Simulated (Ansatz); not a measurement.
# C2H5F (SMILES CCF), step by step

Wanted: a series of 8 runs (SVWN5/6-311G**, USVWN5/6-311G**) of C2H5F. 

The results are computed with Ansatz 0.2.0.

**1. The molecule**

C2H5F: 8 atoms, total charge 0, spin state singlet. As SMILES, `CCF`. The shape is that of a PBE0-D4/def2-TZVP optimisation.

Bond lengths: C1–C2 1.504 Å, C2–F3 1.386 Å, C1–H4 1.093 Å, C1–H5 1.092 Å, C1–H6 1.091 Å, C2–H7 1.094 Å, C2–H8 1.094 Å. Some angles: C1–C2–F3 110.1°, C1–C2–H7 111.6°, C1–C2–H8 111.6°, F3–C2–H7 107.4°, F3–C2–H8 107.4°, C2–C1–H4 109.9°, C2–C1–H5 110.8°, C2–C1–H6 110.8°, H7–C2–H8 108.6°, H4–C1–H5 108.4°.

**2. A single-point energy at SVWN5/6-311G(d,p) (run 1)**

File molecule.yaml:

```yaml
crystal:
  periodic: [false, false, false]
  atoms:
    - {symbol: C, position_ang: [-0.431700, 0.566900, -0.264600]}
    - {symbol: C, position_ang: [0.378400, -0.599100, 0.230500]}
    - {symbol: F, position_ang: [1.663300, -0.186400, 0.546500]}
    - {symbol: H, position_ang: [-1.443900, 0.237400, -0.512600]}
    - {symbol: H, position_ang: [0.018600, 0.998500, -1.160400]}
    - {symbol: H, position_ang: [-0.500300, 1.343000, 0.499800]}
    - {symbol: H, position_ang: [0.464000, -1.381500, -0.529800]}
    - {symbol: H, position_ang: [-0.056300, -1.036000, 1.134800]}
basis:
  gaussian:
    orbitals: 6-311G_st__st_.json
hamiltonian:
  xc: {name: SVWN5}
output:
  orbitals: {seedname: orbitals}
```

The basis set 6-311G** is read from a file made from the Basis Set Exchange's data (not shown).

Started as:

```console
$ ansatz run molecule.yaml --threads 1 --pin off --max-ram 2610MiB --events-out events.jsonl --progress --plain --runs-dir runs
```

The log of the run:

```text
Warning: RAYON_NUM_THREADS=1 ignored (pool sized by the plan → 1); use --threads N
Functional definition: SVWN5
  name "SVWN5"
  exchange = slater_x
  correlation = vwn5_c
664 factors; their error is unknown
mean field evaluation 1: about -4828.0236 eV, gradient 5.8e1 eV
mean field evaluation 2: about -4819.2247 eV, gradient 8.0e1 eV
mean field evaluation 4: about -4835.7788 eV, gradient 6.3e0 eV
mean field evaluation 8: about -4835.8329 eV, gradient 4.2e-2 eV
mean field evaluation 16: about -4835.8128 eV, gradient 2.5e-5 eV
mean field -4835.81283298 eV, -177.7128437804 hartree, gradient 2.5e-5 eV, S^2 0.000000; 0 other end points of the search recorded, 0 dependent functions left out
reference -4835.81285919 eV, -177.7128447434 hartree; 13, 13 occupied and 71, 71 virtual orbitals, 664 factors
Total energy: -4835.81285919 eV, -177.7128447434 hartree
```

It took 0.78 s on 1 thread of Arm Neoverse V1, shared host.

**3. A single-point energy at USVWN5/6-311G(d,p) (fill excite 0 0, maximum overlap yes) (run 2)**

File input.yaml:

```yaml
basis:
  gaussian:
    orbitals: 6-311G_st__st_.json
    initial_orbitals: start.molden
    maximum_overlap: true
crystal:
  periodic: [false, false, false]
  atoms:
    - {symbol: C, position_ang: [-0.431700, 0.566900, -0.264600]}
    - {symbol: C, position_ang: [0.378400, -0.599100, 0.230500]}
    - {symbol: F, position_ang: [1.663300, -0.186400, 0.546500]}
    - {symbol: H, position_ang: [-1.443900, 0.237400, -0.512600]}
    - {symbol: H, position_ang: [0.018600, 0.998500, -1.160400]}
    - {symbol: H, position_ang: [-0.500300, 1.343000, 0.499800]}
    - {symbol: H, position_ang: [0.464000, -1.381500, -0.529800]}
    - {symbol: H, position_ang: [-0.056300, -1.036000, 1.134800]}
magnetization: {spin_polarized: true}
hamiltonian: {xc: {name: SVWN5}}
output: {orbitals: {seedname: orbitals}}
```

The basis set 6-311G** is read from a file made from the Basis Set Exchange's data (not shown).

Started as:

```console
$ ansatz run input.yaml --threads 1 --pin off --max-ram 2610MiB --events-out events.jsonl --progress --plain --runs-dir runs
```

The log of the run:

```text
Warning: RAYON_NUM_THREADS=1 ignored (pool sized by the plan → 1); use --threads N
[... 4 set-up lines as earlier in the session ...]
these checks for a lower state are left out or cut short: stability, starts, cluster_reference, orbital_swaps, neighbouring_geometries, increment
664 factors; their error is unknown
mean field evaluation 1: about -4825.3760 eV, gradient 2.0e1 eV
mean field evaluation 2: about -4818.4378 eV, gradient 4.8e1 eV
mean field evaluation 4: about -4827.1064 eV, gradient 5.6e0 eV
mean field evaluation 8: about -4827.2464 eV, gradient 2.6e-1 eV
mean field evaluation 16: about -4827.2264 eV, gradient 1.9e-4 eV
mean field evaluation 32: about -4827.2263 eV, gradient 7.7e-2 eV
mean field -4827.22636139 eV, -177.3972967694 hartree, gradient 2.3e-6 eV, S^2 1.001610; 0 other end points of the search recorded, 0 dependent functions left out
reference -4827.22639165 eV, -177.3972978814 hartree; 13, 13 occupied and 71, 71 virtual orbitals, 664 factors
Total energy: -4827.22639165 eV, -177.3972978814 hartree
Checks for a lower state left out: stability, starts, cluster_reference, orbital_swaps, neighbouring_geometries, increment
```

Run time: 5.4 s. Hardware: 1 thread of Arm Neoverse V1, shared host; peak memory 0.12 GiB.

Runs 3 to 7 aren't shown in full; the table further down has their settings and results.

**4. The doublet cation: the energy at USVWN5/6-311G(d,p) (run 8)**

File molecule.yaml:

```yaml
crystal:
  periodic: [false, false, false]
  atoms:
    - symbol: C
      position_ang: [-0.431700, 0.566900, -0.264600]
    - symbol: C
      position_ang: [0.378400, -0.599100, 0.230500]
    - symbol: F
      position_ang: [1.663300, -0.186400, 0.546500]
    - symbol: H
      position_ang: [-1.443900, 0.237400, -0.512600]
    - symbol: H
      position_ang: [0.018600, 0.998500, -1.160400]
    - symbol: H
      position_ang: [-0.500300, 1.343000, 0.499800]
    - symbol: H
      position_ang: [0.464000, -1.381500, -0.529800]
    - symbol: H
      position_ang: [-0.056300, -1.036000, 1.134800]
basis:
  gaussian:
    orbitals: 6-311G_st__st_.json
magnetization:
  spin_polarized: true
  initial_magnetization: 1
total_charge: 1
hamiltonian:
  xc: {name: SVWN5}
```

The basis set 6-311G** is read from a file made from the Basis Set Exchange's data (not shown).

Started as:

```console
$ ansatz run molecule.yaml --threads 1 --pin off --max-ram 2610MiB --events-out events.jsonl --progress --plain --runs-dir runs
```

The log of the run:

```text
Warning: RAYON_NUM_THREADS=1 ignored (pool sized by the plan → 1); use --threads N
[... 4 set-up lines as earlier in the session ...]
664 factors; their error is unknown
mean field evaluation 1: about -4812.5861 eV, gradient 5.4e1 eV
mean field evaluation 2: about -4799.4745 eV, gradient 7.6e1 eV
mean field evaluation 4: about -4821.8968 eV, gradient 2.4e1 eV
mean field evaluation 8: about -4824.3148 eV, gradient 4.5e-2 eV
mean field evaluation 16: about -4824.2973 eV, gradient 7.7e-5 eV
mean field evaluation 32: about -4823.7640 eV, gradient 7.1e-1 eV
mean field -4824.29726512 eV, -177.2896544669 hartree, gradient 2.1e-5 eV, S^2 0.750861; 5 other end points of the search recorded, 0 dependent functions left out
reference -4824.29728943 eV, -177.2896553602 hartree; 13, 12 occupied and 71, 72 virtual orbitals, 664 factors
Total energy: -4824.29728943 eV, -177.2896553602 hartree
```

Run time: 2.5 s. Hardware: 1 thread of Arm Neoverse V1, shared host; peak memory 0.13 GiB.

**5. All runs side by side**

| run | level | starting guess | maximum overlap | partner | energy (Eh) | wall time |
| --- | --- | --- | --- | --- | --- | --- |
| 1 | SVWN5/6-311G** | – | – | base | -177.712845 | 0.78 s |
| 2 | USVWN5/6-311G** (fill excite 0 0, maximum overlap yes) | ground-state orbitals | yes | excited | -177.397298 | 5.4 s |
| 3 | USVWN5/6-311G** | – | – | triplet | -177.402317 | 4.2 s |
| 4 | USVWN5/6-311G** (fill excite 0 1, maximum overlap yes) | ground-state orbitals | yes | excited | -177.369972 | 6.6 s |
| 5 | USVWN5/6-311G** (fill hole 1, maximum overlap yes) | ground-state orbitals | yes | core hole | -167.069761 | 5.7 s |
| 6 | USVWN5/6-311G** (fill hole 0, maximum overlap yes) | ground-state orbitals | yes | core hole | -152.480706 | 6 s |
| 7 | USVWN5/6-311G** (fill hole 11, maximum overlap yes) | ground-state orbitals | yes | valence hole | -177.270178 | 3.9 s |
| 8 | USVWN5/6-311G** | – | – | cation | -177.289655 | 2.5 s |

**6. Summary of results**

| quantity | value |
| --- | --- |
| doublet cation, run 8: total energy | -177.28966 Eh |
| doublet cation, run 8: ⟨S²⟩ | 0.751 |
| vertical ionisation energy (to the doublet cation) | 11.516 eV |
| vertical energy of the triplet above the singlet | 8.450 eV |

In words: Removing an electron at fixed nuclei costs 11.52 eV (266 kcal/mol). −ε(HOMO) before ionisation, 7.53 eV, is 3.99 eV below this ionisation energy. At this shape the triplet lies 8.45 eV (195 kcal/mol) above the singlet. Spin contamination of the reference: run 2 ⟨S²⟩ = 1.00, run 4 ⟨S²⟩ = 1.00. Where it is this large, the reference is a mixture of spin states, and values that rest on it are in doubt. All runs together took 35 s, the longest 6.6 s.
